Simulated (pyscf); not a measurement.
**Routes from methyl (CH₃•) + H₃C–SiH₂–Cl**

Candidate steps break at most two bonds and form at most two. Each was searched with GFN2-xTB (tblite) first. Single points on ωB97X-D3(BJ)/def2-SVP structures (PySCF, gas phase). Energies: ωB97M-D3(BJ)/def2-TZVP, kcal/mol, from the separated reactants, doublet surface.

```csv
products,type,ΔE‡,ΔE,ΔG‡ 298 K,ΔG‡ 900 K,ν‡ (cm⁻¹)
CH₄ + H₃C–SiH•–Cl,hydrogen abstraction,8.0,-14.8,16.5,33.8,1047i
H₃C–CH₂–SiH₂–Cl + H•,substitution at C,48.3,+15.0,58.5,80.8,1409i
```

Plain bond fissions and candidates not yet searched are not listed, and one of them may be faster. Each barrier is that of the saddle found; lower ones may exist.
